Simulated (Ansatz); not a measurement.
# What a trial cell of Bi2S2O relaxes into

The calculation used DFT PBEsol, scalar-relativistic, plane waves, PAW (Ansatz). Cutoff 420 eV, Γ-centred k mesh, Gaussian smearing, no spin polarisation in the final step.

The start puts Bi2S2O on the sites of a reported CaSi2Ni2 cell (I4/mmm, No. 139), with O in place of Ca, Bi in place of Si, S in place of Ni, at a guessed volume.

```xyz
5
Lattice="-2.2429 2.2429 5.4410 2.2429 -2.2429 5.4410 2.2429 2.2429 -5.4410" Properties=species:S:1:pos:R:3 pbc="T T T"
Bi    0.0000    0.0000    4.0383
Bi    0.0000    0.0000    6.8437
S     2.2429    0.0000    2.7205
S     0.0000    2.2429    2.7205
O     0.0000    0.0000    0.0000
```

Cell and atoms relax at zero pressure; the relaxation can't lower the symmetry of the start. After a coarse first stage the cell is made exact in the group found at 0.06 Å.

The zero of energy is the elements' standard structures at the same level (O₂ as a molecule); no fitted shifts are applied.

**Question.** What does it relax into?

**Answer.** It keeps I4/mmm (No. 139). The result has the ThCr2Si2 structure. Conventional cell: a = 4.422 Å, c = 12.373 Å. Bi has 4 S at 2.67 Å, 1 Bi at 3.18 Å and 4 O at 3.51 Å; S is coordinated by 4 Bi at 2.67 Å and 4 S at 3.13 Å; around O lie 8 Bi at 3.51 Å and 8 S at 3.80 Å.

```
Bi S O
1.0
    -2.21124    2.21124    6.18638
     2.21124   -2.21124    6.18638
     2.21124    2.21124   -6.18638
Bi S O
2 2 1
Direct
  0.37144 0.37144 0.00000
  0.62856 0.62856 0.00000
  0.25000 0.75000 0.50000
  0.75000 0.25000 0.50000
  0.00000 0.00000 0.00000
```

**Question.** What are its volume, energy, density and gap?

**Answer.** The volume per atom is 24.20 Å³, the density is 6.84 g/cm³ and the energy over the elements is 0.24 eV/atom. The gap on the 12×12×12 mesh is 0 eV (a metal).

The final run used a 12×12×12 mesh on its 5-atom cell and 0.10 eV smearing. The k mesh leaves about 4 meV/atom of noise in metals. Spin–orbit coupling is left out. Symmetry constrained the relaxation, so the result can be a saddle point.

Cost: 3 runs of about 3.6 core-minutes in all, on Arm Neoverse V1 (shared hosts).